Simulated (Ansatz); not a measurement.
# H₂S (triplet): from Hartree-Fock to the top rungs at distance H1–H2 along a hydrogen transfer = 1.001 Å, 6-31G

How much of the correlation energy of H₂S (triplet) does each wave-function method recover here?

Program: Ansatz 0.2.0, Gaussian basis. Level of theory: 6-31G, core rule «outside noble gas», up to 5 orbitals frozen. These are calculated values, not measurements.

The runs, in order: UHF; CCSD(T) on ROHF; CCSD(T) on UHF; BCCD(T) on ROHF; CISD; CCSDT(Q) on ROHF; CCSDT(Q) on UHF; CISDTQ; CCSDTQ on ROHF; CCSDTQ on UHF; CASSCF and MRCISD+Q, 4 electrons in 4 orbitals; CASSCF and NEVPT2, 4 electrons in 4 orbitals; CASSCF and MRCISD+Q, 8 electrons in 6 orbitals; CASSCF and NEVPT4(SD), 8 electrons in 6 orbitals; CASSCF and NEVPT2, 8 electrons in 6 orbitals; Full CI.

7 further runs of the same task are left out: 6 that didn't finish, 1 set aside as unsound or not needed.

### 1 The system

The geometry derives from fragments relaxed apart (PBE0/def2-TZVP) and kept rigid, so it is no stationary point. A hydrogen atom is moved between rigid fragments.

3 atoms, charge 0, spin multiplicity 3.

Atoms are counted from 1 here; the program's logs count them from 0.

No contacts short enough for the rule that draws bonds.

### 2 UHF

Contents of in.yaml:

```yaml
crystal:
  periodic: [false, false, false]
  atoms:
    - {symbol: H, position_ang: [0.000000, 0.000000, -1.241333]}
    - {symbol: H, position_ang: [0.000000, 0.000000, -0.240333]}
    - {symbol: S, position_ang: [0.000000, 0.000000, 1.481667]}
basis:
  gaussian: {orbitals: 6-31G}
magnetization: {spin_polarized: true, initial_magnetization: 2}
hamiltonian: {xc: hf}
output: {orbitals: {seedname: orbitals}}
```

On the command line:

```bash
ansatz run in.yaml --threads 1 --pin off --events-out ev --progress --plain --max-ram 2393MiB
```

After this run come: CCSD(T) on ROHF; CCSD(T) on UHF; BCCD(T) on ROHF; CISD; CCSDT(Q) on ROHF; CCSDT(Q) on UHF; CISDTQ; CCSDTQ on ROHF; CCSDTQ on UHF; CASSCF and MRCISD+Q, 4 electrons in 4 orbitals; CASSCF and NEVPT2, 4 electrons in 4 orbitals; CASSCF and MRCISD+Q, 8 electrons in 6 orbitals; CASSCF and NEVPT4(SD), 8 electrons in 6 orbitals; CASSCF and NEVPT2, 8 electrons in 6 orbitals; Full CI.

Q: Predict the results of all the runs planned. Wanted: FCI below the RHF energy; RMP2 from FCI; UMP2 from FCI; RCCSD from FCI; RCCSD(T) from FCI; UCCSD(T) from FCI; RCCSDT(Q) from FCI; UCCSDT(Q) from FCI; NEVPT2 pair from FCI.

**Answer**, as computed:

| quantity | value |
| --- | --- |
| FCI below the RHF energy | -1.7600 eV |
| RMP2 from FCI | +524.7 meV |
| UMP2 from FCI | +477.6 meV |
| RCCSD from FCI | +18.8 meV |
| RCCSD(T) from FCI | +4.7 meV |
| UCCSD(T) from FCI | +4.7 meV |
| RCCSDT(Q) from FCI | +0.2 meV |
| UCCSDT(Q) from FCI | +0.1 meV |
| NEVPT2 pair from FCI | +217.1 meV |
| MRCISD+Q pair from FCI | +11.5 meV |
| NEVPT2 valence from FCI | +269.4 meV |
| levels within 1 kcal/mol (43 meV) | RCCSD, UCCSD, RCCSD(T), UCCSD(T), BCCD(T), RCCSDT, UCCSDT, CISDTQ, RCCSDT(Q), UCCSDT(Q), RCCSDTQ, UCCSDTQ, MRCISD pair, MRCISD+Q pair, MRCISD valence, MRCISD+Q valence |
| T1 diagnostic | 0.031 |
| effectively unpaired electrons | 2.02 |

**Reading.** RCCSD(T) lands +4.7 meV from the yardstick (0.3 % of the correlation energy). One determinant dominates. Of the multireference levels listed MRCISD+Q valence comes nearest in total energy (+10.4 meV), which doesn't show that its space is the better one. These misses are within one basis, not against nature; the frozen cores of restricted and unrestricted runs differ, which can shift their rows.
